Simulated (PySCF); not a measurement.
**benzene: bond dissociation enthalpies at several levels**

Structure: `c1ccccc1` (C6H6). Coordinates in Å; atoms count from 1 in this order:
```
C    -0.7967    1.1442    0.0278
C    -1.3886   -0.1156   -0.0623
C    -0.5916   -1.2599   -0.0947
C     0.7972   -1.1444   -0.0366
C     1.3890    0.1154    0.0536
C     0.5921    1.2597    0.0860
H    -1.4211    2.0407    0.0530
H    -2.4766   -0.2060   -0.1078
H    -1.0555   -2.2469   -0.1653
H     1.4215   -2.0409   -0.0617
H     2.4771    0.2059    0.0991
H     1.0559    2.2467    0.1567
```

All levels share the PBE0-D3(BJ)/def2-SVP structures and the PBE0-D3(BJ)/def2-SVP thermal terms; only the single-point energies (PySCF) change. Values are bond dissociation enthalpies (298 K, kJ/mol).

| level | C1–H | abs. error | time |
| --- | --- | --- | --- |
| M06-L/def2-TZVP (grid 3) | 446 | 26.4 | 46 s |
| PBE0-D3(BJ)/def2-SV(P) | 451 | 21.1 | 4.1 s |
| PBE-D3(BJ)/def2-TZVP | 452 | 19.9 | 28 s |
| HSE06/def2-TZVP | 452 | 19.8 | 37 s |
| PBE0-D3(BJ)/aug-cc-pVDZ | 453 | 18.8 | 12 s |
| PBE0-D3(BJ)/cc-pVDZ | 454 | 17.9 | 5.6 s |
| PBE0-D3(BJ)/def2-TZVP | 455 | 16.8 | – |
| PBE0-D3(BJ)/aug-pcseg-1 | 456 | 16.4 | 11 s |
| M06/def2-TZVP (grid 3) | 456 | 16.0 | 38 s |
| PBE0-D3(BJ)/6-311+G** | 456 | 15.7 | 9.8 s |
| PBE0-D3(BJ)/cc-pVTZ | 456 | 15.7 | 18 s |
| PBE0-D3(BJ)/6-311++G(2d,2p) | 457 | 15.4 | 14 s |
| PBE0-D3(BJ)/ma-def2-SVP | 457 | 15.1 | 6.9 s |
| PBE0-D3(BJ)/def2-SVPD | 457 | 15.0 | 9.5 s |
| B97-2/def2-TZVP | 459 | 13.4 | 14 s |
| M06-2X/def2-TZVP (grid 3) | 464 | 8.0 | 34 s |
| ATcT 1.112 | 472 |  |  |

Times are wall times for all single points of a level on 1 thread of AMD EPYC 9R45 96-Core, a shared host; the dash marks the run that also made the structures. HSE06, M06-L, PBE ran on a slower path of this set-up, which computes the density-fitting integrals anew in every SCF cycle while the other levels store them. So the times needn't show the usual order of cost, and those levels read slower than they are.

The spread: 18 kJ/mol, from 446 to 464.
